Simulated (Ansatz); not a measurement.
## hcp Ta (model structure)

Calculation: r²SCAN-D4 (PAW; Ansatz, a program for electronic structure).

Run with plane-wave cutoff 500 eV, 30×30×16 k mesh (along the axes of the cell as run), Fermi–Dirac smearing 0.1 eV, scalar-relativistic PAW data made under PBE.

Cell (relaxed at this level):

Space group P6₃/mmc (No. 194); a = 2.8858 Å, b = 2.8858 Å, c = 5.1140 Å, α = 90.00°, β = 90.00°, γ = 120.00°

| atom | site | symmetry | x | y | z |
|---|---|---|---|---|---|
| Ta | 2c | -6m2 | 0.3333 | 0.6667 | 0.2500 |

For hcp Ta (model structure), the band gap is zero (no gap).

Note: the relaxation could raise the start's symmetry but not lower it, so the cell can be a saddle point.

Spin–orbit coupling is not included.

The computed numbers hold no vibrational or temperature effects.

The result took about 4 core-minutes (a rough figure).

A model structure was made by putting elements into a prototype or built by hand; it is no filed structure, need not be a known phase, and can be a saddle point held by its symmetry.
